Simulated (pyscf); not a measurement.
`[F][SiH]([F])[F]` + `[OH][SiH3]` + `[OH2]` -> `[F][SiH]([F])[O][SiH3]` + `[FH]` + `[OH2]` (multi-bond step; singlet surface; F–Si, H–O, H–O broken, O–Si, F–H, H–O formed). PySCF, gas phase, ωB97X-D3(BJ)/def2-SVP geometries. Energies in kcal/mol from the separated reactants.

```
level                      barrier  reaction energy
----------------------  ----------  ---------------
ωB97X-D3(BJ)/def2-TZVP        -0.8             +3.1
B3LYP-D3(BJ)/def2-TZVP         0.9             +4.2
PBE0-D3(BJ)/def2-TZVP         -2.0             +4.2
M06-2X/def2-TZVP        (withheld)             +3.8
ωB97M-D3(BJ)/def2-TZVP         0.9             +4.8
HF/def2-TZVP            (withheld)       (withheld)
```

Question: Complete the blanks.

Answer: 
- M06-2X/def2-TZVP, barrier: -2.4
- HF/def2-TZVP, barrier: 25.5
- HF/def2-TZVP, reaction energy: +4.5

On the reactant side the descent ends in an adduct with a O–Si contact, 8.9 kcal/mol under the separated species and 8.1 kcal/mol under the saddle at ωB97X-D3(BJ)/def2-TZVP. On the product side the descent ends in a bound adduct, 12.4 kcal/mol under the separated species and 8.6 kcal/mol under the saddle at ωB97X-D3(BJ)/def2-TZVP. At ωB97X-D3(BJ), PBE0-D3(BJ), M06-2X the saddle lies under the separated reactants, which points to a path from their complex (located at ωB97X-D3(BJ) alone). At ωB97X-D3(BJ), B3LYP-D3(BJ), PBE0-D3(BJ), M06-2X, ωB97M-D3(BJ) the saddle lies under the separated products, which points to a path from their complex (located at ωB97X-D3(BJ) alone), and parting the products costs more than the saddle. What is counted as formed (O–Si) is already present as a longer contact in the reactant adduct; forming that adduct is a step of its own. One saddle was located; it need not be the lowest between these sides.
